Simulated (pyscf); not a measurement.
Single points on ωB97X-D3(BJ)/def2-SVP structures (PySCF, gas phase).

**Question.** Estimate the classical barrier height and the reaction energy of `[NH2][SiH]([OH])[OH]` + `[H]` [doublet] → `[OH][SiH2][OH]` + `[NH2]` [doublet] at ωB97M-D3(BJ)/def2-TZVP. The step runs on the doublet surface, breaks N–Si and forms H–Si; take the separated reactants as zero.

**Answer.** ΔE‡ = 16.3 kcal/mol, ΔE = +18.8 kcal/mol. Zero-point energy shifts the barrier by +4.1 kcal/mol. It is a substitution at Si, with an imaginary mode of 216i cm⁻¹. On the product side the descent ends in a complex, 7.6 kcal/mol under the separated species and 5.0 kcal/mol under the saddle at ωB97X-D3(BJ)/def2-TZVP. At ωB97M-D3(BJ) the saddle lies under the separated products, which points to a path from their complex (located at ωB97X-D3(BJ) alone), and parting the products costs more than the saddle. Abstraction by the radical was not located in this set and often lies lower. One saddle was located; it need not be the lowest between these sides. The angle at the attacked Si is 63° (front-side attack).
